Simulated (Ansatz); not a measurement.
## Reading a saddle point

A first-order saddle point of CH₇OSi, doublet, PBE0-D4/def2-TZVP, with one imaginary mode of 1235i cm⁻¹:

```
10
angstrom
H -0.2762 0.7527 -1.4877
C 0.2138 -0.4204 -1.1302
O -0.3708 -0.8259 0.0428
Si -0.0942 -0.1036 1.5053
H -0.6553 1.6213 -1.7053
H -0.0625 -1.0735 -1.9570
H 1.2904 -0.2335 -1.0653
H -0.6890 1.2575 1.5440
H 1.3719 0.0052 1.7384
H -0.7281 -0.9797 2.5150
```

Program: Ansatz 0.2.0. Basis: def2-TZVPP and def2-QZVPP. Cores are frozen in the correlated methods; orbitals are unrestricted. Extrapolation: Hartree–Fock as exp(−7.88 √X), correlation as X^−2.97.

Problem. Which contacts change along the imaginary mode, and what lies on either side? (A judgement: the text doesn't fix the answer.)

Solution. The calculation gives: The step is CH₆OSi ([CH3][O][SiH3]) + H → CH₅OSi ([CH2][O][SiH3]) + H₂, with the molecules in contact on both sides. Shortening one way: H1–H5; lengthening the same way: H1–C2.
```json
{"pair": "H1–H5", "one side (Å)": "3.07", "saddle (Å)": "0.97", "other side (Å)": "0.75"}
{"pair": "H1–C2", "one side (Å)": "1.10", "saddle (Å)": "1.32", "other side (Å)": "2.87"}
```

Problem. Which side is lower, and how far does the saddle lie above each? (To be estimated.)

Solution. By the calculation: The side with H1–H5 short is lower by 22.5 kJ/mol; the saddle lies 66.3 kJ/mol above it and 43.8 kJ/mol above the other (CCSD(T) at an estimated basis limit (MP2 extrapolated from triple and quadruple zeta, plus CCSD(T) − MP2 in triple zeta); electronic energies).

The T1 diagnostic stays at or below 0.016. ⟨S²⟩ of the unrestricted Hartree–Fock references: 0.75 to 0.79 (a pure state has 0.75).

Radical steps of this kind take place in plasma deposition and etching.

Labels in which every atom is bracketed show which atoms are joined, not bond orders.

For scale, one of the runs: CCSD(T)/def2-TZVPP, 202 basis functions, launched by `ansatz run in.yaml --threads 4 --pin off --events-out ev --progress --plain --max-ram 9574MiB`. The run took 2.2 min on 4 CPU threads of an Arm Neoverse V1 (shared host), with 6.5 GiB of host memory at its peak.
